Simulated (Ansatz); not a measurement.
A nudged elastic band was laid between two geometries of BH5NSi (8 atoms, charge 0, multiplicity 2).

Theory: UKS LDA/6-31G (Ansatz).

* movable images: 9
* climbing image: yes
* spring: 5.0 eV/Å²
* optimiser: quadratic models (default)
* start path: IDPP
* force threshold: 0.03 eV/Å
* iteration limit: 60
* end points: relaxed

Initial state:

```xyz
8
Properties=species:S:1:pos:R:3
B -0.454 1.044 -0.720
N -0.322 0.270 0.447
Si 0.252 -1.439 0.491
H -0.140 0.556 -1.781
H -0.867 2.177 -0.640
H -0.615 0.682 1.342
H 0.965 -1.673 -0.829
H 1.181 -1.617 1.690
```

Final state:

```xyz
8
Properties=species:S:1:pos:R:3
B -0.693 0.905 -0.720
N -0.082 0.411 0.447
Si 1.136 -0.918 0.489
H -0.413 0.399 -1.782
H -1.486 1.814 -0.640
H -0.305 0.862 1.343
H 0.995 -1.659 -0.829
H 0.847 -1.813 1.693
```

(1) What changes between the two ends?

(2) Give the energies along the band, and the barrier.

(3) What is the geometry of the highest image?

(4) What are the harmonic wavenumbers there?

Results:

(1) No bond is made or broken. The height of Si3 over the plane of its neighbours goes from 0.55 to -0.54 Å. The two ends are copies of one structure, up to a mirror image or an exchange of like atoms.

(2) The forces met the threshold. The highest image is number 5 of 0 to 10, 0.34 eV above the ends, which have the same energy within 2 meV. A vibrational analysis at the climbing image gives one clearly imaginary mode, 685i cm⁻¹: a first-order saddle point. Limits of this set-up: no polarisation functions.

```json
{"image": "0", "path coordinate (Å)": "0.00", "energy (eV)": "0.00", "height of Si3 over the plane of its neighbours (Å)": "0.55"}
{"image": "1", "path coordinate (Å)": "0.18", "energy (eV)": "0.00", "height of Si3 over the plane of its neighbours (Å)": "0.54"}
{"image": "2", "path coordinate (Å)": "0.35", "energy (eV)": "0.01", "height of Si3 over the plane of its neighbours (Å)": "0.51"}
{"image": "3", "path coordinate (Å)": "0.53", "energy (eV)": "0.08", "height of Si3 over the plane of its neighbours (Å)": "0.39"}
{"image": "4", "path coordinate (Å)": "0.71", "energy (eV)": "0.24", "height of Si3 over the plane of its neighbours (Å)": "0.20"}
{"image": "5", "path coordinate (Å)": "0.89", "energy (eV)": "0.34", "height of Si3 over the plane of its neighbours (Å)": "0.00"}
{"image": "6", "path coordinate (Å)": "1.06", "energy (eV)": "0.24", "height of Si3 over the plane of its neighbours (Å)": "-0.20"}
{"image": "7", "path coordinate (Å)": "1.24", "energy (eV)": "0.08", "height of Si3 over the plane of its neighbours (Å)": "-0.39"}
{"image": "8", "path coordinate (Å)": "1.41", "energy (eV)": "0.02", "height of Si3 over the plane of its neighbours (Å)": "-0.51"}
{"image": "9", "path coordinate (Å)": "1.59", "energy (eV)": "0.00", "height of Si3 over the plane of its neighbours (Å)": "-0.54"}
{"image": "10", "path coordinate (Å)": "1.76", "energy (eV)": "0.00", "height of Si3 over the plane of its neighbours (Å)": "-0.54"}
```

(3) 
```xyz
8
Properties=species:S:1:pos:R:3
B -0.636 1.003 -0.738
N -0.213 0.340 0.427
Si 0.742 -1.172 0.469
H -0.343 0.534 -1.814
H -1.279 2.020 -0.638
H -0.465 0.742 1.338
H 1.098 -1.746 -0.863
H 1.096 -1.721 1.818
```

(4) 685i, 118, 267, 388, 566, 699, 808, 824, 946, 946, 1135, 1260, 1360, 2182, 2252, 2528, 2625, 3474 cm⁻¹.

The run took 90 s on 1 thread of Arm Neoverse V1 (shared host), peak memory 0.2 GiB.
